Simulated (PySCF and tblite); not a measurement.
Values are calculated unless marked as measured or tabulated.
System: methacrylic acid, C4H6O2, numbered as in [CH2:1]=[C:2]([CH3:3])[C:4](=[O:5])[OH:6].

Motion: shift of H on O6 from O6 to O5. GFN2-xTB gives an electronic barrier of 33.1 kcal/mol and a reaction energy of 0.3 kcal/mol.

Tunnelling of the moving H, left out here, will speed the real process. In real samples such hydrogens mostly exchange between molecules or through solvent, far faster than by this path.

What does PBE0/pcSseg-1 + D3(BJ) give on PBE0-D3(BJ)/def2-SVP geometries?

A barrier of 31.8 kcal/mol, 1.3 below the tight-binding barrier (from unrounded values), a reaction energy of -0.4 kcal/mol and, with GFN2-xTB thermal terms, ΔG‡(298 K) = 28.6 kcal/mol and k = 7.2×10⁻⁹ s⁻¹ (1 equivalent path).

And the level of the geometries itself, PBE0-D3(BJ)/def2-SVP?

32.1 kcal/mol.

Programs: tblite and PySCF.
